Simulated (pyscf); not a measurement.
A first-order saddle from PySCF, ωB97X-D3(BJ)/def2-SVP:

```xyz
9

S      0.3858     0.9503     1.3498
Si     0.8997    -0.2688    -0.3148
H     -1.2213     1.2714     0.6743
H     -0.3700    -0.7979    -0.9093
H      1.6226     0.5178    -1.3523
H      1.7474    -1.4191     0.1047
S     -2.5496     0.4504     0.9419
H     -1.1431     0.0806     1.5702
H     -2.8376     1.2302     2.0038
```
Charge 0, spin multiplicity 1.

Surface: singlet, charge 0. Lowest wavenumbers (cm⁻¹): 2013i, 90, 128, 316, 365.

**Question.** What reaction is this the transition state of?

**Answer.** H₃Si–SH + H₂S <-> H₃Si–SH + H₂S, a four-centre exchange read from left to right: H–S, H–S broken and H–S, H–S formed. At CCSD(T)/def2-TZVPP + ΔMP2(QZVPP) it lies +43.9 kcal/mol from the left side and +43.9 kcal/mol from the right (each side as separated species at their lowest minima found). Another saddle between the same species, by other bonds, lies lower (39.9 kcal/mol against 43.7 kcal/mol at ωB97M-D3(BJ)/def2-TZVP). The CCSD(T) − MP2 part came from Ansatz, without density fitting, on the same reference.
